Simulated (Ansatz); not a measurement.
Two isomers of C2H2FNO: A = `FC1=NCO1`, B = `NC(F)=C=O`.

Program: Ansatz. Geometries: PBE0-D4/def2-TZVP. ΔE: electronic, gas phase. CCSD(T)/CBS adds triple-zeta CCSD(T) − MP2 to the extrapolated MP2 energy (def2 sets, frozen cores). Functionals use def2-TZVPP. B3LYP here is the variant with VWN-RPA as its local correlation; programs differ in this. One conformer a species, not always the lowest.

Task: Which is lower in electronic energy at CCSD(T)/CBS, and by how much? (Estimate.)

Result: Ansatz gave: A, by 3.8 kcal/mol.

Task: Give E(B) − E(A) in kcal/mol with PBE0-D4, PBE-D4, B3LYP, HF/def2-TZVPP, LDA (SPW92), CCSD(T)/def2-TZVPP, MP2/def2-TZVPP. (Best estimate.)

Result: Ansatz gave: PBE0-D4 3.3, PBE-D4 -0.2, B3LYP -2.7, HF/def2-TZVPP 3.4, LDA (SPW92) 2.6, CCSD(T)/def2-TZVPP 4.9, MP2/def2-TZVPP 5.5. The order is the other way round with PBE-D4, B3LYP.

Task: Does the order hold for the free energy at 298.15 K (harmonic terms from PBE0-D4)? (Estimate.)

Result: Computed: Yes: G(B) − G(A) = +1.8 kcal/mol, for one conformer each.

Largest T1 diagnostic: 0.016.

From r2SCAN to r2SCAN0 (25 % exact exchange), in def2-TZVPP and without D4, E(B) − E(A) moves by +2.4 kcal/mol. In def2-TZVPP, CCSD(T) changes the Hartree–Fock value by +1.5 kcal/mol (the triples alone add +0.1 kcal/mol) and MP2 by +2.1 kcal/mol.
